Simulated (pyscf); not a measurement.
Structures and frequencies: ωB97X-D3(BJ)/def2-SVP in PySCF.

Task: For CH₄ (SMILES C) + GeH₄ (SMILES [GeH4]) → H₃C–GeH₃ (SMILES [CH3][GeH3]) + H₂ (SMILES [H][H]), a four-centre exchange (singlet surface; C–H, Ge–H broken, C–Ge, H–H formed), PBE/def2-TZVP gives ΔE‡ = 82.3 kcal/mol and ΔE = +10.2 kcal/mol (zero: the separated reactants). In which direction and how far do B3LYP-D3(BJ)/def2-TZVP, M06-2X/def2-TZVP, ωB97M-D3(BJ)/def2-TZVP move these?

Result: B3LYP-D3(BJ): ΔE‡ = 88.7 kcal/mol, ΔE = +10.4 kcal/mol; M06-2X: ΔE‡ = 86.8 kcal/mol, ΔE = +7.9 kcal/mol; ωB97M-D3(BJ): ΔE‡ = 89.9 kcal/mol, ΔE = +10.5 kcal/mol. PBE's barrier lies under all of them, by 4.5 to 7.6 kcal/mol. Its reaction energy lies among theirs. Low barriers are usual for a GGA, whose delocalisation error favours stretched bonds. At the saddle there is also a short Ge–H contact that neither side keeps. One saddle was located; it need not be the lowest between these sides. Elements up to Kr have no core potential and no relativistic terms here.
